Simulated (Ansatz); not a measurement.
Geometry optimisation, RKS PBE/def2-SVP (Ansatz 0.2.0).

input.yaml

```yaml
crystal:
  periodic: [false, false, false]
  atoms:
    - { symbol: B, position_ang: [0.0, 0.0, 0.0] }
    - { symbol: C, position_ang: [0.0, 0.0, 1.6] }
    - { symbol: H, position_ang: [-0.9996, -0.3092, 1.9705] }
    - { symbol: H, position_ang: [0.7676, -0.7111, 1.9705] }
    - { symbol: H, position_ang: [0.232, 1.0203, 1.9705] }
    - { symbol: "N", position_ang: [1.3423, 0.0, -0.775] }
    - { symbol: H, position_ang: [1.8089, -0.9179, -1.0268] }
    - { symbol: H, position_ang: [1.7937, 0.9179, -1.0532] }
    - { symbol: H, position_ang: [-1.0305, 0.0, -0.595] }
basis:
  gaussian: { orbitals: def2-SVP }
hamiltonian:
  xc: pbe
relax:
  f_tol: 0.02
  max_steps: 40
```

Run as:

```bash
$ ansatz run input.yaml --threads 1 --pin off --max-ram 2048MiB --backend cpu --events-out ev --progress --plain --runs-dir out
```

Task: Where does it end, and by what steps?

Result: The run converged. The force dipped under the threshold on the way, but the program's further checks kept it going. After 13 steps the energy has fallen by 1.770 eV; H8 moved furthest, 1.16 Å.

```
step  energy less start (eV)  largest force component (eV/Å)  accepted
   0                  0.0000                           2.801       yes
   1                 -0.3125                           1.239       yes
   2                 -0.6268                           1.822       yes
   3                 -1.0144                           1.009       yes
   4                 -1.3500                           1.059       yes
   5                 -1.6024                           1.024       yes
   6                 -1.7196                           0.400       yes
   7                 -1.6616                           1.257        no
   8                 -1.7608                           0.303       yes
   9                 -1.7675                           0.165       yes
  10                 -1.7696                           0.018       yes
  11                 -1.7698                           0.031       yes
  12                 -1.7698                           0.026       yes
  13                 -1.7699                           0.005       yes
```

```xyz
9
Properties=species:S:1:pos:R:3
B 0.126 0.262 0.030
C 0.041 -0.089 1.567
H -0.862 -0.705 1.770
H 0.922 -0.629 1.971
H -0.098 0.838 2.166
N 1.229 -0.086 -0.761
H 2.045 -0.584 -0.399
H 1.296 0.135 -1.755
H -0.785 0.858 -0.528
```

Whether the end is a true minimum wasn't checked by a vibrational analysis.

The run took 25 s on 1 thread of Arm Neoverse V1, with other jobs on the host, peak memory 0.13 GiB.
